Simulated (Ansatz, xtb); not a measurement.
C3H8FO+: which of two structures lies lower

Structure I is `C[C@H]([OH2+])CF`, a singlet and structure II is a singlet given by its coordinates. Both are isolated ions in the gas phase, relaxed with BLYP-D3(BJ)/def2-SVP; the shapes shown needn't be the lowest conformers.

I (Å):

```xyz
13

C    -1.7920   -0.0970   -0.7252
C    -0.8454    0.8427   -0.0246
C    -0.2062    1.9456   -0.8645
F     0.2885    2.9021    0.0511
O    -1.6670    1.7129    1.0183
H    -2.5867    0.4477   -1.2691
H    -2.2451   -0.8238   -0.0239
H    -1.2027   -0.6843   -1.4606
H    -0.0896    0.3345    0.6049
H    -1.8676    1.2435    1.8640
H    -1.0738    2.5066    1.1965
H     0.6332    1.5340   -1.4595
H    -0.9396    2.4452   -1.5294
```

II (Å):

```xyz
13

C     0.5982    1.8958   -1.7579
C    -0.6430    1.8665   -0.8434
C    -1.0692    0.4925   -0.4092
F    -1.2166   -0.3966   -1.3955
O     0.1650   -0.0970    0.4834
H     0.7897    2.9323   -2.0912
H     1.5265    1.5725   -1.2344
H     0.4595    1.2658   -2.6564
H    -1.5300    2.2743   -1.3769
H    -0.5189    2.4924    0.0638
H    -1.8874    0.4155    0.3324
H     1.0285    0.0662    0.0210
H     0.0797   -1.0701    0.6499
```

Close contacts (Å): C1–C2 1.54, C2–C3 1.50, C3–F4 1.34, C3–O5 1.63, C1–H6 1.11, C1–H7 1.11, C1–H8 1.11, C2–H9 1.11, C2–H10 1.11, C3–H11 1.11, O5–H12 0.99, O5–H13 0.99.

Energies in hartree; the thermal terms are from BLYP-D3(BJ)/def2-SVP harmonic frequencies (ideal gas, rigid rotor, one conformer each, 298.15 K, 1 atm) and include the zero-point energy:

```
                              I           II
E, CCSD(T)/def2-SVP  −292.926690  −292.925599
    E, MP2/def2-SVP  −292.855044  −292.854851
  E, MP2/def2-TZVPP  −293.411803  −293.411001
  zero-point energy     0.109507     0.108672
       H(298 K) − E     0.116729     0.116317
       G(298 K) − E     0.080393     0.078949
```

Correct the CCSD(T) difference for the basis set by the MP2 change, then work out ΔE, ΔE₀, ΔH and ΔG for I → II in kJ/mol (1 Eh = 2625.50 kJ/mol) and the equilibrium ratio [II]/[I].

1. Differences II − I: CCSD(T) +0.001091, MP2 in the small set +0.000193, MP2 in the large set +0.000802 Eh.
2. ΔE = +0.001091 + (+0.000802 − (+0.000193)) = +0.001700 Eh = +4.46 kJ/mol.
3. ΔE₀ = ΔE + ΔZPE = +0.001700 + (−0.000835) Eh = +2.27 kJ/mol.
4. ΔH = ΔE + (−0.000412) Eh = +3.38 kJ/mol.
5. ΔG = ΔE + (−0.001444) Eh = +0.67 kJ/mol, so ΔS = (ΔH − ΔG)/T = +9.1 J/(mol K).
6. kT = 0.9442 mEh, so K = [II]/[I] = exp(−ΔG/kT) = exp(−0.27) ≈ 0.76.

The two are too close for this level to say which is favoured. An error of 4 kJ/mol in ΔG would change K by a factor of 5. Mirror images and further conformers aren't counted.

Other levels gave ΔE = +11.6 (GFN2-xTB); +5.3 (HF/STO-3G, GFN2-xTB geometries); +1.8 (r2SCAN-D4/def2-SVP, GFN2-xTB geometries); +0.2 (BLYP-D3(BJ)/def2-SVP); +5.8 (HF/def2-SVP); +0.5 (MP2/def2-SVP); +2.9 (CCSD(T)/def2-SVP) kJ/mol. The correlated steps freeze 5 core orbitals. Programs: Ansatz 0.2.0, xtb 6.7.1.
